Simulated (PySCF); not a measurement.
How the functional moves excitation energies

Species: N2H4.
SMILES: `NN`

Linear-response calculations in the def2-SVPD basis (PySCF; singlets by full response, triplets Tamm–Dancoff, core orbitals frozen in the response; HF means time-dependent Hartree–Fock). 'Strongest' is the level of largest summed f among the singlets computed (10 roots, of which the last may lack a degenerate partner); it can jump between rows when another state enters that window. S1 is the lowest singlet of each run and needn't be the same state throughout; f(S1) is that of one state. Isolated species at its PBE0-D3(BJ)/def2-SVP geometry (one conformer only).

| functional | kind | S1 (eV) | f(S1) | strongest (eV) | T1 (eV) | HOMO (eV) | gap (eV) | ionisation energy, ΔSCF (eV) |
| --- | --- | --- | --- | --- | --- | --- | --- | --- |
| LDA | LDA | 5.89 | 0.007 | 8.08 | 5.66 | -5.76 | 5.82 | 10.31 |
| PBE | GGA | 5.84 | 0.004 | 7.99 | 5.57 | -5.66 | 5.77 | 10.08 |
| B3LYP | global hybrid, 20% exact exchange | 6.29 | 0.008 | 8.54 | 6.00 | -6.98 | 7.52 | 10.01 |
| BHandHLYP | global hybrid, 50% exact exchange | 6.96 | 0.013 | 9.47 | 6.59 | -8.71 | 10.18 | 10.07 |
| CAM-B3LYP | range-separated hybrid | 6.58 | 0.013 | 9.00 | 6.24 | -8.72 | 10.34 | 10.10 |
| wB97X-D | range-separated hybrid | 6.86 | 0.016 | 9.27 | 6.63 | -9.19 | 11.91 | 10.05 |
| LC-wPBE | range-separated hybrid | 7.16 | 0.018 | 9.66 | 6.74 | -10.13 | 13.05 | 10.16 |
| HF | Hartree–Fock | 7.89 | 0.021 | 10.75 | 7.31 | -11.10 | 14.42 | not settled |

What does PBE0 (global hybrid, 25% exact exchange) give?

S1 (eV) 6.57, f(S1) 0.009, strongest (eV) 8.85, T1 (eV) 6.23, HOMO (eV) -7.21, gap (eV) 8.14, ionisation energy, ΔSCF (eV) 9.97. S1 runs from 5.84 eV (PBE) to 7.89 eV (HF), a spread of 2.05 eV, while the orbital gap spreads over 8.6 eV. Along PBE (0%), B3LYP (20%), PBE0 (25%), BHandHLYP (50%), HF (100%) S1 rises with the share of exact exchange. −ε(HOMO) comes closest to its own ΔSCF ionisation energy with LC-wPBE (-0.03 eV) and misses most with LDA (-4.54 eV). 'Not settled' means that the ion's SCF failed to converge or may have ended in another state than the lowest.
